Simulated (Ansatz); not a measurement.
A nudged elastic band was laid between two geometries of C3H6N2O (12 atoms, charge 0, multiplicity 1).

Computed with RKS BLYP/STO-3G (Ansatz 0.2.0).

```json
{
 "movable images": "5",
 "climbing image": "yes",
 "spring": "5.0 eV/Å²",
 "optimiser": "quadratic models (default)",
 "start path": "IDPP",
 "force threshold": "0.03 eV/Å",
 "iteration limit": "45",
 "end points": "relaxed"
}
```

First end point:

```xyz
12
Properties=species:S:1:pos:R:3
C -0.486 -1.074 1.051
N 0.536 -0.068 0.472
C 0.996 -0.366 -1.014
N 0.449 1.048 -1.482
C -0.060 1.129 -0.202
O -0.815 2.119 0.462
H 0.067 -1.992 1.345
H -1.298 -1.348 0.335
H -0.936 -0.615 1.958
H 2.104 -0.485 -1.106
H 0.458 -1.225 -1.485
H -0.936 2.823 -0.299
```

Last end point:

```xyz
12
Properties=species:S:1:pos:R:3
C -0.470 -1.184 0.934
N 0.599 -0.272 0.289
C 0.624 -0.288 -1.295
N 0.330 1.271 -1.329
C 0.163 1.138 0.034
O -0.166 2.062 1.047
H -0.589 -0.869 1.993
H -0.091 -2.229 0.906
H -1.462 -1.140 0.423
H 1.622 -0.578 -1.707
H -0.193 -0.901 -1.749
H -0.290 2.936 0.488
```

Task: What changes between the two ends?

Result: No bond is made or broken. The dihedral H8–C1–N2–C3 goes from -43 to 79°. The two ends are copies of one structure, up to a mirror image or an exchange of like atoms.

Task: What energy profile does the band end with?

Result: It converged. The highest image is number 3 of 0 to 6, 2.3 kcal/mol above the ends, which have the same energy within 2 meV. A vibrational analysis at the climbing image gives one clearly imaginary mode, 197i cm⁻¹: a first-order saddle point. Limits of this set-up: minimal basis.

```csv
image,path coordinate (Å),energy (kcal/mol),dihedral H8–C1–N2–C3 (°)
0,0.00,0.0,-43
1,0.60,0.6,-24
2,1.20,1.7,-3
3,1.80,2.3,17
4,2.39,1.7,38
5,2.98,0.5,59
6,3.57,0.0,79
```

Task: What is the geometry of the highest image?

Result: 
```xyz
12
Properties=species:S:1:pos:R:3
C -0.492 -1.165 0.978
N 0.570 -0.244 0.313
C 0.694 -0.318 -1.263
N 0.407 1.239 -1.368
C 0.143 1.146 -0.016
O -0.268 2.095 0.944
H -0.039 -1.632 1.880
H -0.799 -1.969 0.275
H -1.390 -0.585 1.287
H 1.714 -0.624 -1.602
H -0.096 -0.945 -1.743
H -0.366 2.948 0.351
```

Task: What are the harmonic wavenumbers there?

Result: 197i, 195, 213, 322, 427, 454, 581, 660, 728, 910, 961, 1000, 1061, 1104, 1131, 1164, 1197, 1264, 1491, 1522, 1554, 1596, 1602, 1625, 3181, 3186, 3316, 3342, 3359, 3503 cm⁻¹.

The band took 5 iterations and of the order of 2.6 core-minutes.

Run time: 3.6 min on 1 CPU thread of a shared host.
